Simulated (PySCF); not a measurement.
All of these have the formula C5H9N. Level of theory: PySCF, TDDFT B3LYP/def2-SVPD, vertical, gas phase, core orbitals frozen in the response. Geometries: GFN2-xTB; one conformer of each isolated species. Triplets are in the Tamm–Dancoff approximation. 'Strongest' means the level of largest summed f among the lowest 8 singlets; it needn't be the same kind of state in each.

**Question.** Rank by computed energy of the strongest computed level, highest first.
A. `C1[C@H]([C@@H](N)C=1)C`
B. `C([C@@H](C)C#N)C`
C. `C#CC(C)(C)N`
D. `C=CC/N=C\C`
E. `CN1C=CCC1`

**Answer.** B (8.53 eV), D (7.29 eV), C (7.02 eV), A (6.83 eV), E (5.27 eV).

| SMILES | strongest (eV) | LUMO (eV) | HOMO (eV) | f (S1) | α (au) | gap (eV) | S1 mainly |
| --- | --- | --- | --- | --- | --- | --- | --- |
| CC[C@@H](C)C#N | 8.53 | 0.03 | -9.00 | 0.003 | 64.0 | 9.03 | H→L (49%) |
| C=CC/N=C\C | 7.29 | -0.45 | -6.79 | 0.002 | 70.9 | 6.34 | H→L (96%) |
| C#CC(C)(C)N | 7.02 | 0.30 | -6.86 | 0.017 | 68.7 | 7.17 | H→L (96%) |
| C[C@@H]1C=C[C@@H]1N | 6.83 | -0.01 | -6.46 | 0.015 | 66.6 | 6.45 | H→L (93%) |
| CN1C=CCC1 | 5.27 | 0.44 | -5.08 | 0.033 | 68.2 | 5.52 | H→L (88%) |

H and L stand for HOMO and LUMO.

- `CC[C@@H](C)C#N`: Löwdin shares by element: HOMO carbon 48% or more, nitrogen 37% (atoms not listed hold the other 16%); LUMO carbon 35% or more, hydrogen 11% or more (atoms not listed hold the other 54%).
- `C=CC/N=C\C`: Löwdin shares by element: HOMO nitrogen 58%, carbon 29% or more; LUMO carbon 44% or more, nitrogen 29% (atoms not listed hold the other 27%).
- `C#CC(C)(C)N`: Löwdin shares by element: HOMO nitrogen 56%, carbon 26% or more, hydrogen 4% or more; LUMO carbon 46% or more (atoms not listed hold the other 54%).
- `C[C@@H]1C=C[C@@H]1N`: Löwdin shares by element: HOMO nitrogen 52%, carbon 28% or more (atoms not listed hold the other 20%); LUMO carbon 65% or more, hydrogen 12% or more (atoms not listed hold the other 23%).
- `CN1C=CCC1`: Löwdin shares by element: HOMO carbon 44% or more, nitrogen 34% (atoms not listed hold the other 22%); LUMO carbon 51% or more (atoms not listed hold the other 49%).
